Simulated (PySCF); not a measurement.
Isomers of C4H5NO and their computed core-level spectra.

Computed, not measured: PySCF 2.14.0, delta-SCF UKS SCAN, pcX-2 on the ionised atom, pcseg-1 elsewhere, spin-free X2C. Geometries: PBE0-D3(BJ)/def2-SVP; isolated species, one conformer each.

Line lists (1s up to Mg, 2p3/2 beyond; areas count atoms within a level, one atom standing for each set equivalent by bonding):
1. C 1s: 291.76 (area 1), 292.40 (area 1), 292.82 (area 1), 293.81 (area 1) eV; N 1s: 405.35 eV; O 1s: 538.88 eV
2. C 1s: 291.23 (area 1), 291.42 (area 1), 291.84 (area 1), 292.81 (area 1) eV; N 1s: 404.74 eV; O 1s: 540.25 eV
3. C 1s: 292.08 (area 1), 292.49 (area 1), 292.68 (area 1), 294.34 (area 1) eV; N 1s: 405.22 eV; O 1s: 538.87 eV
4. C 1s: 290.44 (area 1), 290.87 (area 1), 291.96 (area 1), 294.34 (area 1) eV; N 1s: 406.02 eV; O 1s: 536.86 eV

Structures:
A. `N#CCCC=O`
B. `N#C[C@H]1CCO1`
C. `CC#CC(N)=O`
D. `Cc1ncco1`

Problem. Which list belongs to which compound?

Solution. 
- 1 = B: another candidate has the same counts of sites, so positions decide. C 1s: 291.76 four-membered-ring carbon, 292.40 nitrile carbon, 292.82 sp3 carbon bound to oxygen, 293.81 sp3 carbon bound to oxygen; N 1s: 405.35 nitrile nitrogen; O 1s: 538.88 cyclic ether oxygen.
- 2 = D: another candidate has the same counts of sites, so positions decide. C 1s: 291.23 aromatic CH next to a ring nitrogen, 291.42 benzylic-type carbon, 291.84 aromatic CH next to a ring oxygen, 292.81 substituted aromatic carbon; N 1s: 404.74 pyridine-type nitrogen; O 1s: 540.25 furan-type oxygen.
- 3 = A: another candidate has the same counts of sites, so positions decide. C 1s: 292.08 sp3 carbon next to a carbonyl, 292.49 nitrile carbon, 292.68 sp3 carbon next to a nitrile, 294.34 aldehyde carbon; N 1s: 405.22 nitrile nitrogen; O 1s: 538.87 aldehyde oxygen.
- 4 = C: another candidate has the same counts of sites, so positions decide. C 1s: 290.44 alkyne carbon, 290.87 alkyne carbon, 291.96 propargylic carbon, 294.34 amide carbonyl carbon; N 1s: 406.02 amide nitrogen; O 1s: 536.86 amide oxygen.

2 of these hole states are spin-contaminated (⟨S²⟩ up to 0.88, against 0.75; counted from 0.85) and less certain.
